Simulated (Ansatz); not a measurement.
# SiH5O (doublet): the correlation ladder at distance O1–H3 along a hydrogen transfer = 0.960 Å, cc-pVDZ

One table from this session's results is given with a row withheld; the runs are named, their logs left out.

Program: Ansatz 0.2.0, Gaussian basis. Level of theory: cc-pVDZ, core rule «outside noble gas», up to 6 orbitals frozen. These are calculated values, not measurements.

The runs, in order: UHF; CCSD(T) on ROHF; CCSD(T) on UHF; BCCD(T) on ROHF; CISD; CCSDT(Q) on ROHF; CCSDT(Q) on UHF; CASSCF and MRCISD+Q, 3 electrons in 3 orbitals; CASSCF and NEVPT2, 3 electrons in 3 orbitals.

## The system

The geometry derives from fragments relaxed apart (PBE0/def2-TZVP) and kept rigid, so it is no stationary point. A hydrogen atom is moved between rigid fragments.

7 atoms, charge 0, spin multiplicity 2.

Atoms are counted from 1 here; the program's logs count them from 0.

Bond lengths: O1–H2 0.960 Å, O1–H3 0.960 Å, Si4–H5 1.486 Å, Si4–H6 1.486 Å, Si4–H7 1.486 Å. Angles: H2–O1–H3 105.1°, H5–Si4–H6 111.3°, H5–Si4–H7 111.3°, H6–Si4–H7 111.3°.

Set-up of the first run:

Input file in.yaml:

```yaml
crystal:
  periodic: [false, false, false]
  atoms:
    - {symbol: O, position_ang: [-1.771741, -0.019012, 0.000000]}
    - {symbol: H, position_ang: [-2.021050, 0.907564, 0.000000]}
    - {symbol: H, position_ang: [-0.812212, -0.019012, 0.000000]}
    - {symbol: Si, position_ang: [0.959259, -0.019012, 0.000000]}
    - {symbol: H, position_ang: [1.409232, -1.435264, 0.000000]}
    - {symbol: H, position_ang: [1.409233, 0.689115, -1.226512]}
    - {symbol: H, position_ang: [1.409234, 0.689115, 1.226511]}
basis:
  gaussian: {orbitals: cc-pVDZ}
magnetization: {spin_polarized: true, initial_magnetization: 1}
hamiltonian: {xc: hf}
output: {orbitals: {seedname: orbitals}}
```

Launch:

```sh
$ ansatz run in.yaml --threads 1 --pin off --events-out ev --progress --plain --max-ram 2816MiB --backend cpu
```

Steps of the session up to this table: UHF; CCSD(T) on ROHF; CCSD(T) on UHF; BCCD(T) on ROHF; CISD; CCSDT(Q) on ROHF; CCSDT(Q) on UHF; CASSCF and MRCISD+Q, 3 electrons in 3 orbitals; CASSCF and NEVPT2, 3 electrons in 3 orbitals.

One of the session's tables, all rows but one given; the rest of the session is left out.

| method | from UCCSDT(Q) (kcal/mol) |
| --- | --- |
| ROHF | +221.49 |
| UHF | +219.46 |
| RMP2 | +26.89 |
| UMP2 | +27.16 |
| CISD | +24.49 |
| RCCSD | +5.05 |
| UCCSD | +5.00 |
| RCCSD(T) | +0.92 |
| UCCSD(T) | +0.92 |
| BCCD(T) | +0.90 |
| RCCSDT | +0.39 |
| UCCSDT | +0.38 |
| RCCSDT(Q) | +0.02 |
| UCCSDT(Q) | 0 |
| CASSCF pair | ? |
| NEVPT2 pair | +27.02 |
| MRCISD pair | +22.31 |
| MRCISD+Q pair | +3.16 |

Estimate the missing values for CASSCF pair.

The run gave: from UCCSDT(Q) (kcal/mol): +208.45. In the column «from UCCSDT(Q) (kcal/mol)» it lies between UMP2 (+27.16) and UHF (+219.46).

Limits of these values: Restricted and unrestricted rows rest on different reference determinants; where their highest levels disagree by more than a few hundredths of an eV, they describe different states and don't form one ladder.
